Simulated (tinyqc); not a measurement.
Worked calculation (part 2 of 3): UHF in the sto-6g basis, for NH3+, spin multiplicity 2. Computed by tinyqc, a small Python program that keeps every step (integrals from PySCF). Command: `OMP_NUM_THREADS=1 python tinyqc.py 29697 29698 out.jsonl` (the two numbers bound the seeds that draw the settings). One thread of a shared host (Intel(R) Xeon(R) Processor @ 2.60GHz), about 0.2 s of CPU time with the checks.

Geometry (angstrom):

| atom | x | y | z |
|---|---|---|---|
| N | 0.000000 | 0.000000 | 0.535000 |
| H | 1.067000 | 0.000000 | 0.000000 |
| H | -0.534000 | 0.924000 | 0.000000 |
| H | -0.534000 | -0.924000 | 0.000000 |

## Iteration 1: diagonalisation and new density

F(alpha) (hartree), lower triangle:
```
             1N 1s      1N 2s     1N 2px     1N 2py     1N 2pz      2H 1s      3H 1s      4H 1s
1N 1s   -20.380562
1N 2s    -4.481517  -3.430607
1N 2px    0.000239   0.000893  -1.945303
1N 2py    0.000000   0.000000   0.000000  -2.591309
1N 2pz    0.018374  -0.134874   0.000087   0.000000  -2.410026
2H 1s    -0.781720  -0.997231  -0.567279   0.000000   0.287045  -1.009235
3H 1s    -0.782957  -1.003048   0.283283  -0.595331   0.286101  -0.307221  -1.018436
4H 1s    -0.782957  -1.003048   0.283283   0.595331   0.286101  -0.307221  -0.291459  -1.018436
```

F(beta) (hartree), lower triangle:
```
             1N 1s      1N 2s     1N 2px     1N 2py     1N 2pz      2H 1s      3H 1s      4H 1s
1N 1s   -20.355873
1N 2s    -4.444956  -3.270802
1N 2px    0.000678   0.005466  -1.903012
1N 2py    0.000000   0.000000   0.000000  -1.818177
1N 2pz    0.018814  -0.130292  -0.000770   0.000000  -2.367738
2H 1s    -0.774689  -0.959857  -0.558533   0.000000   0.284373  -0.997018
3H 1s    -0.774227  -0.954442   0.280069  -0.469276   0.282881  -0.295661  -0.976696
4H 1s    -0.774227  -0.954442   0.280069   0.469276   0.282881  -0.295661  -0.297244  -0.976696
```

X, lower triangle:
```
            1N 1s      1N 2s     1N 2px     1N 2py    1N 2pz      2H 1s      3H 1s     4H 1s
1N 1s    1.022821
1N 2s   -0.138825   1.230464
1N 2px   0.000002  -0.000006   1.083413
1N 2py   0.000000   0.000000   0.000000   1.083311
1N 2pz   0.008421  -0.087957   0.000000   0.000000  1.036855
2H 1s    0.017727  -0.226064  -0.215282   0.000000  0.095047   1.143650
3H 1s    0.017722  -0.225959   0.107680  -0.186348  0.094993  -0.038390   1.143570
4H 1s    0.017722  -0.225959   0.107680   0.186348  0.094993  -0.038390  -0.038430  1.143570
```

Diagonalise F' = X^T F X, C = X C', fill 5 alpha and 4 beta electrons from the bottom; D(s) = C_occ C_occ^T. Each column has its largest component positive (the first on a tie).

F' = X^T F X (alpha) (hartree), lower triangle:
```
            1          2          3          4          5          6          7          8
1  -20.185942
2   -1.844373  -2.735748
3   -0.000024  -0.000472  -1.935210
4    0.000000   0.000000   0.000000  -2.610829
5    0.033037  -0.141623  -0.000034   0.000000  -2.415486
6   -0.148750  -0.223401  -0.133514   0.000000   0.047635  -0.723530
7   -0.149385  -0.233181   0.067039  -0.120409   0.047911  -0.039373  -0.710915
8   -0.149385  -0.233181   0.067039   0.120409   0.047911  -0.039373  -0.039786  -0.710915
```

orbital energies (alpha) (hartree): MO1 -20.383318, MO2 -2.678444, MO3 -2.625665, MO4 -2.361593, MO5 -1.956222, MO6 -0.709034, MO7 -0.658006, MO8 -0.656294

coefficients C (alpha):
```
              MO1        MO2        MO3        MO4        MO5        MO6        MO7        MO8
1N 1s    1.003110  -0.210251   0.000000   0.108552  -0.000139   0.064251  -0.010041   0.000000
1N 2s   -0.015629   0.998101   0.000000  -0.539532   0.000552  -0.630620   0.095107   0.000000
1N 2px   0.000022   0.000628   0.000000  -0.000057   1.041040  -0.057642  -0.395262   0.000000
1N 2py   0.000000   0.000000   1.056350   0.000000   0.000000   0.000000   0.000000  -0.356567
1N 2pz   0.000595   0.400920   0.000000   0.942892  -0.000193   0.242737  -0.035397   0.000000
2H 1s    0.003281  -0.067215   0.000000   0.092004  -0.090510   0.788240   0.880439   0.000000
3H 1s    0.003380  -0.062842  -0.113103   0.089696   0.045578   0.576360  -0.581255   0.848820
4H 1s    0.003380  -0.062842   0.113103   0.089696   0.045578   0.576360  -0.581255  -0.848820
```

F' = X^T F X (beta) (hartree), lower triangle:
```
            1          2          3          4          5          6          7          8
1  -20.167153
2   -1.827481  -2.573481
3   -0.000104   0.007417  -1.890821
4    0.000000   0.000000   0.000000  -1.801997
5    0.032485  -0.138710  -0.001271   0.000000  -2.372496
6   -0.149588  -0.220913  -0.133739   0.000000   0.048263  -0.721293
7   -0.149808  -0.216169   0.067266  -0.116788   0.047738  -0.038580  -0.701880
8   -0.149808  -0.216169   0.067266   0.116788   0.047738  -0.038580  -0.039785  -0.701880
```

orbital energies (beta) (hartree): MO1 -20.359487, MO2 -2.546433, MO3 -2.291570, MO4 -1.912525, MO5 -1.825445, MO6 -0.703177, MO7 -0.653719, MO8 -0.638647

coefficients C (beta):
```
              MO1        MO2        MO3        MO4        MO5        MO6        MO7        MO8
1N 1s    1.003539  -0.186520   0.142042  -0.002975   0.000000   0.065571  -0.009074   0.000000
1N 2s   -0.017784   0.886678  -0.701341   0.014027   0.000000  -0.638092   0.092295   0.000000
1N 2px  -0.000042  -0.008607   0.014031   1.039132   0.000000  -0.062268  -0.399219   0.000000
1N 2py   0.000000   0.000000   0.000000   0.000000   1.035513   0.000000   0.000000  -0.413193
1N 2pz   0.000739   0.559493   0.857754  -0.006078   0.000000   0.244656  -0.035889   0.000000
2H 1s    0.003718  -0.042002   0.093223  -0.086640   0.000000   0.794793   0.876362   0.000000
3H 1s    0.003686  -0.046513   0.098969   0.042820  -0.067016   0.573310  -0.584501   0.853696
4H 1s    0.003686  -0.046513   0.098969   0.042820   0.067016   0.573310  -0.584501  -0.853696
```

D(alpha) after iteration 1, lower triangle:
```
            1N 1s      1N 2s     1N 2px     1N 2py    1N 2pz     2H 1s     3H 1s     4H 1s
1N 1s    1.062219
1N 2s   -0.284097   1.287544
1N 2px  -0.000261   0.001232   1.083765
1N 2py   0.000000   0.000000   0.000000   1.115875
1N 2pz   0.018656  -0.108570  -0.000003   0.000000  1.049783
2H 1s    0.027423  -0.116828  -0.094272   0.000000  0.059821  0.021185
3H 1s    0.026333  -0.111144   0.047404  -0.119476  0.059372  0.008362  0.026875
4H 1s    0.026333  -0.111144   0.047404   0.119476  0.059372  0.008362  0.001291  0.026875
```

D(beta) after iteration 1, lower triangle:
```
            1N 1s      1N 2s     1N 2px    1N 2py    1N 2pz     2H 1s     3H 1s     4H 1s
1N 1s    1.062066
1N 2s   -0.282893   1.278591
1N 2px   0.000465  -0.002896   1.080066
1N 2py   0.000000   0.000000   0.000000  0.000000
1N 2pz   0.018240  -0.105586   0.000903  0.000000  1.048812
2H 1s    0.025064  -0.103905  -0.088361  0.000000  0.056992  0.017975
3H 1s    0.026305  -0.110118   0.046285  0.000000  0.058610  0.007484  0.013805
4H 1s    0.026305  -0.110118   0.046285  0.000000  0.058610  0.007484  0.013805  0.013805
```

## Iteration 2: building the Fock matrix

core Hamiltonian H = T + V (hartree), lower triangle:
```
             1N 1s      1N 2s     1N 2px     1N 2py     1N 2pz      2H 1s      3H 1s      4H 1s
1N 1s   -25.766951
1N 2s    -5.630897  -7.511131
1N 2px    0.000005   0.000063  -6.260563
1N 2py    0.000000   0.000000   0.000000  -6.260433
1N 2pz    0.016200   0.186689  -0.000009   0.000000  -6.206267
2H 1s    -0.981756  -2.458968  -1.786962   0.000000   0.942583  -4.102593
3H 1s    -0.981337  -2.458260   0.894017  -1.546890   0.942239  -0.814308  -4.102228
4H 1s    -0.981337  -2.458260   0.894017   1.546890   0.942239  -0.814308  -0.814815  -4.102228
```

nuclear repulsion = 10.16808012 hartree

Given earlier and not repeated: Two-electron integrals (ij|kl) in chemists' order.

J_ij = sum D_kl (ij|kl) with D = D(alpha) + D(beta), K_ij = sum D_kl (ik|jl) for each spin; F = H + J - K(s); E = tr D H + tr D J / 2 - 0.5 sum_s tr D(s) K(s) + E_nn.

Coulomb J (hartree), lower triangle:
```
            1N 1s      1N 2s     1N 2px     1N 2py     1N 2pz     2H 1s     3H 1s     4H 1s
1N 1s   15.349755
1N 2s    2.702151   6.971511
1N 2px  -0.000249  -0.001972   6.998363
1N 2py   0.000000   0.000000   0.000000   6.914813
1N 2pz  -0.003611  -0.002860   0.000310   0.000000   7.001357
2H 1s    0.480721   2.167638   1.676862   0.000000  -0.840848  3.826246
3H 1s    0.480350   2.159754  -0.837172   1.434749  -0.838067  0.688726  3.797422
4H 1s    0.480350   2.159754  -0.837172  -1.434749  -0.838067  0.688726  0.690085  3.797422
```

exchange K(alpha) (hartree), lower triangle:
```
            1N 1s      1N 2s     1N 2px     1N 2py     1N 2pz     2H 1s     3H 1s     4H 1s
1N 1s    4.306563
1N 2s    0.688774   1.241917
1N 2px   0.000139   0.001186   1.032183
1N 2py   0.000000   0.000000   0.000000   1.032911
1N 2pz  -0.000430  -0.004112  -0.000070   0.000000   1.032143
2H 1s    0.132141   0.346920   0.216971   0.000000  -0.104864  0.177889
3H 1s    0.131951   0.345916  -0.107593   0.177631  -0.104485  0.086852  0.171223
4H 1s    0.131951   0.345916  -0.107593  -0.177631  -0.104485  0.086852  0.090336  0.171223
```

exchange K(beta) (hartree), lower triangle:
```
            1N 1s      1N 2s     1N 2px     1N 2py     1N 2pz     2H 1s     3H 1s     4H 1s
1N 1s    4.282068
1N 2s    0.652540   1.082105
1N 2px  -0.000266  -0.002529   0.990043
1N 2py   0.000000   0.000000   0.000000   0.258143
1N 2pz  -0.000736  -0.007893   0.000372   0.000000   0.989733
2H 1s    0.125306   0.313043   0.210923   0.000000  -0.103152  0.170083
3H 1s    0.123180   0.295850  -0.104051   0.042973  -0.100888  0.075792  0.124360
4H 1s    0.123180   0.295850  -0.104051  -0.042973  -0.100888  0.075792  0.098368  0.124360
```

F(alpha) (hartree), lower triangle:
```
             1N 1s      1N 2s     1N 2px     1N 2py     1N 2pz      2H 1s      3H 1s      4H 1s
1N 1s   -14.723759
1N 2s    -3.617521  -1.781537
1N 2px   -0.000383  -0.003094  -0.294383
1N 2py    0.000000   0.000000   0.000000  -0.378531
1N 2pz    0.013020   0.187941   0.000371   0.000000  -0.237053
2H 1s    -0.633176  -0.638251  -0.327070   0.000000   0.206598  -0.454236
3H 1s    -0.632937  -0.644422   0.164438  -0.289773   0.208657  -0.212434  -0.476030
4H 1s    -0.632937  -0.644422   0.164438   0.289773   0.208657  -0.212434  -0.215066  -0.476030
```

F(beta) (hartree), lower triangle:
```
             1N 1s      1N 2s     1N 2px     1N 2py     1N 2pz      2H 1s      3H 1s      4H 1s
1N 1s   -14.699263
1N 2s    -3.581286  -1.621725
1N 2px    0.000023   0.000620  -0.252243
1N 2py    0.000000   0.000000   0.000000   0.396236
1N 2pz    0.013325   0.191722  -0.000070   0.000000  -0.194644
2H 1s    -0.626340  -0.604374  -0.321023   0.000000   0.204887  -0.446430
3H 1s    -0.624167  -0.594356   0.160896  -0.155115   0.205061  -0.201374  -0.429166
4H 1s    -0.624167  -0.594356   0.160896   0.155115   0.205061  -0.201374  -0.223098  -0.429166
```

total energy of this density = -54.11180750 hartree

## Iteration 2: diagonalisation and new density

As before.

F' = X^T F X (alpha) (hartree), lower triangle:
```
            1          2          3          4          5          6          7          8
1  -14.470705
2   -1.874543  -0.947178
3    0.000177  -0.005040  -0.133617
4    0.000000   0.000000   0.000000  -0.228365
5    0.016679   0.060664   0.000968   0.000000  -0.170520
6   -0.082343  -0.287803  -0.310192   0.000000   0.143415  -0.157587
7   -0.081737  -0.291952   0.154988  -0.257276   0.144120  -0.046029  -0.181512
8   -0.081737  -0.291952   0.154988   0.257276   0.144120  -0.046029  -0.045930  -0.181512
```

orbital energies (alpha) (hartree): MO1 -14.728796, MO2 -1.042914, MO3 -0.548762, MO4 -0.506515, MO5 -0.236775, MO6 0.154448, MO7 0.184816, MO8 0.253503

coefficients C (alpha):
```
              MO1        MO2        MO3        MO4        MO5        MO6        MO7        MO8
1N 1s    0.994953  -0.214009   0.000000  -0.003876  -0.120609  -0.127070   0.000000  -0.002841
1N 2s    0.023444   0.790492   0.000000   0.019539   0.610498   0.833809   0.000000   0.022688
1N 2px   0.000041   0.003313   0.000000   0.588401  -0.007873  -0.036928   0.000000   0.946397
1N 2py   0.000000   0.000000   0.638852   0.000000   0.000000   0.000000   0.913719   0.000000
1N 2pz  -0.003195  -0.199167   0.000000   0.000009   0.769177  -0.691557   0.000000  -0.019898
2H 1s   -0.004314   0.134053   0.000000   0.514895  -0.227460  -0.584917   0.000000  -0.860645
3H 1s   -0.004282   0.148267   0.412509  -0.268583  -0.221447  -0.618351  -0.750416   0.398242
4H 1s   -0.004282   0.148267  -0.412509  -0.268583  -0.221447  -0.618351   0.750416   0.398242
```

F' = X^T F X (beta) (hartree), lower triangle:
```
            1          2          3          4          5          6          7          8
1  -14.452027
2   -1.858050  -0.784334
3    0.000060   0.003443  -0.088391
4    0.000000   0.000000   0.000000   0.575950
5    0.016130   0.062436  -0.000300   0.000000  -0.127211
6   -0.082876  -0.289091  -0.312891   0.000000   0.145146  -0.157711
7   -0.082225  -0.273593   0.155386  -0.243993   0.143833  -0.045459  -0.170113
8   -0.082225  -0.273593   0.155386   0.243993   0.143833  -0.045459  -0.046395  -0.170113
```

orbital energies (beta) (hartree): MO1 -14.703094, MO2 -0.926145, MO3 -0.485233, MO4 -0.265259, MO5 -0.176295, MO6 0.183539, MO7 0.281047, MO8 0.717491

coefficients C (beta):
```
              MO1        MO2        MO3        MO4        MO5        MO6        MO7        MO8
1N 1s    0.995640  -0.198886  -0.001603   0.000000  -0.131313  -0.134576  -0.015366   0.000000
1N 2s    0.020407   0.717810   0.010969   0.000000   0.649547   0.864674   0.094393   0.000000
1N 2px  -0.000070  -0.000621   0.561674   0.000000  -0.020058  -0.096157   0.958224   0.000000
1N 2py   0.000000   0.000000   0.000000   0.167303   0.000000   0.000000   0.000000   1.102281
1N 2pz  -0.002967  -0.221952   0.004908   0.000000   0.763100  -0.689332  -0.056225   0.000000
2H 1s   -0.003700   0.187553   0.536570   0.000000  -0.202113  -0.527610  -0.880546   0.000000
3H 1s   -0.003911   0.176696  -0.281812   0.702553  -0.208653  -0.637470   0.351529  -0.489599
4H 1s   -0.003911   0.176696  -0.281812  -0.702553  -0.208653  -0.637470   0.351529   0.489599
```

D(alpha) after iteration 2, lower triangle:
```
            1N 1s      1N 2s     1N 2px     1N 2py     1N 2pz      2H 1s      3H 1s     4H 1s
1N 1s    1.050293
1N 2s   -0.219554   0.998518
1N 2px  -0.001999   0.009310   0.346288
1N 2py   0.000000   0.000000   0.000000   0.408132
1N 2pz  -0.053325   0.312066  -0.006711   0.000000   0.631310
2H 1s   -0.007542  -0.022937   0.305200   0.000000  -0.201637   0.334844
3H 1s   -0.008241  -0.023337  -0.155800   0.263532  -0.199850  -0.068028   0.313341
4H 1s   -0.008241  -0.023337  -0.155800  -0.263532  -0.199850  -0.068028  -0.026987  0.313341
```

D(beta) after iteration 2, lower triangle:
```
            1N 1s      1N 2s     1N 2px     1N 2py     1N 2pz      2H 1s      3H 1s     4H 1s
1N 1s    1.030858
1N 2s   -0.122462   0.515787
1N 2px  -0.000846   0.005714   0.315478
1N 2py   0.000000   0.000000   0.000000   0.027990
1N 2pz   0.041181  -0.159326   0.002895   0.000000   0.049296
2H 1s   -0.041846   0.140438   0.301261   0.000000  -0.038983   0.323097
3H 1s   -0.038584   0.123663  -0.158396   0.117539  -0.040590  -0.118057   0.604235
4H 1s   -0.038584   0.123663  -0.158396  -0.117539  -0.040590  -0.118057  -0.382926  0.604235
```
